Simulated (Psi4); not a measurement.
# TPSS/pcseg-1 (density fitting) run of Cl2 (chlorine)

Aim: molecular dynamics of Cl2 (chlorine). Input form: an ASE script.

The calculation is run with Psi4 1.11.

**1. The system as given**

Cl2: 2 atoms, total charge 0, spin state singlet. As SMILES, `ClCl`. The coordinates come from a PBE0-D4/def2-TZVP (4 decimals) relaxation. The run starts from this shape.

Bond lengths: Cl1–Cl2 1.982 Å.

**2. A short trajectory at TPSS/pcseg-1 (density fitting)**

cl2.sdf reads:

```

     RDKit          3D

  2  1  0  0  0  0  0  0  0  0999 V2000
    0.8457   -0.2816    0.4336 Cl  0  0  0  0  0  0  0  0  0  0  0  0
   -0.8457    0.2816   -0.4336 Cl  0  0  0  0  0  0  0  0  0  0  0  0
  2  1  1  0
M  END
$$$$
```

run.py reads:

```python
import numpy as np
from ase.calculators.psi4 import Psi4
from ase.io import read
from ase import units
from ase.md.velocitydistribution import MaxwellBoltzmannDistribution, Stationary
from ase.md.verlet import VelocityVerlet

mol = read('cl2.sdf')
calc = Psi4(atoms=mol, method='tpss', basis='pcseg-1', memory='1600MB', num_threads=1, charge=0, multiplicity=1, label='psi4-calc')
mol.calc = calc

MaxwellBoltzmannDistribution(mol, temperature_K=600.0, rng=np.random.default_rng(778))
Stationary(mol)
dyn = VelocityVerlet(mol, 0.5 * units.fs)
def show():
    ep, ek = mol.get_potential_energy(), mol.get_kinetic_energy()
    print(f'step {dyn.nsteps:3d}  Epot {ep:14.6f}  Ekin {ek:9.6f}  Etot {ep + ek:14.6f} eV  T {mol.get_temperature():7.1f} K')
dyn.attach(show)
dyn.run(40)
```

The run is started by

```console
$ python run.py
```

**Question.** What will come out? Wanted: potential energy of the last frame.

**Answer.** As computed:

Level: TPSS/pcseg-1 (density fitting).

| quantity | value |
| --- | --- |
| potential energy of the last frame | -920.36526 Eh |
